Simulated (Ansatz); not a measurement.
**[SiH$_{3}$···H···H], doublet: the ladder up to full CI**

Geometry: a point of a hydrogen-transfer path between rigid fragments, not a stationary point.

```yaml
atoms:
  - { symbol: Si, position_ang: [-0.0953, 0.0000, 0.0000] }
  - { symbol: H, position_ang: [-0.5901, 1.3997, 0.0000] }
  - { symbol: H, position_ang: [-0.5901, -0.6999, 1.2122] }
  - { symbol: H, position_ang: [-0.5901, -0.6999, -1.2122] }
  - { symbol: H, position_ang: [1.6597, 0.0000, 0.0000] }
  - { symbol: H, position_ang: [2.7647, 0.0000, 0.0000] }
```

Basis 6-31G; Ansatz 0.2.0. Only valence electrons are correlated (noble-gas cores frozen), which leaves 9 electrons in 18 orbitals. R marks a restricted (for open shells ROHF) determinant, U an unrestricted one. Active spaces: pair = (3e, 3o) about the gap; valence = (9e, 9o) chosen from the atoms' valence shells.

Full CI is exact within this basis and frozen core; it isn't the basis-set limit. The frozen core follows each run's orbitals, which can shift R against U totals by a few meV.

For open shells CISD is restricted-active-space CI with the open shells as a complete middle space.

* UHF ⟨S²⟩: 0.795
* T1 diagnostic (RCCSD): 0.0295
* largest doubles amplitude (RCCSD): 0.072
* T1 diagnostic (UCCSD): 0.0158

```
                   level  E − E(full CI) (kJ/mol)  share of correlation (%)  wall time
                     RHF                    272.3                      0.00          –
                     UHF                    249.1                      8.53          –
                    RMP2                     81.8                     69.97          –
                    UMP2                     78.8                     71.06          –
                    CISD                     17.8                     93.47     0.42 s
                   RCCSD                      4.3                     98.41          –
                   UCCSD                      4.1                     98.50          –
                RCCSD(T)                      1.3                     99.52     0.61 s
                UCCSD(T)                      1.3                     99.52     0.57 s
                 BCCD(T)                      1.3                     99.54     0.54 s
                  RCCSDT                      0.2                     99.94          –
                  UCCSDT                      0.2                     99.94          –
               RCCSDT(Q)                      0.0                     99.99      2.9 s
               UCCSDT(Q)                      0.0                     99.99      2.6 s
                 RCCSDTQ                      0.0                    100.00       29 s
     CASSCF (pair space)                    203.0                     25.47          –
     NEVPT2 (pair space)                     57.8                     78.79     0.27 s
  CASSCF (valence space)                     69.5                     74.46          –
  NEVPT2 (valence space)                     18.8                     93.11      2.6 s
  MRCISD (valence space)                      2.3                     99.15          –
MRCISD+Q (valence space)                      1.2                     99.55      4.1 s
```

The correlation energy at full CI, counted from RHF, is -2.822 eV. That run took 98 s on 1 thread of Arm Neoverse V1, shared host over 13,106,016 determinants.

Times hold each run's SCF and search for its determinant on a shared host, so for small cases they say little of a method's own cost; they ran on 1 thread of Arm Neoverse V1.

The full-CI state has the irrep A' of Cs, in the program's axes (one component, if the state is degenerate).

Natural occupations of full CI about the gap: 1.977 1.963 1.963 1.950 0.998 0.044 0.029 0.025 0.025 0.005; effectively unpaired electrons, Σ n²(2−n)², 1.04.
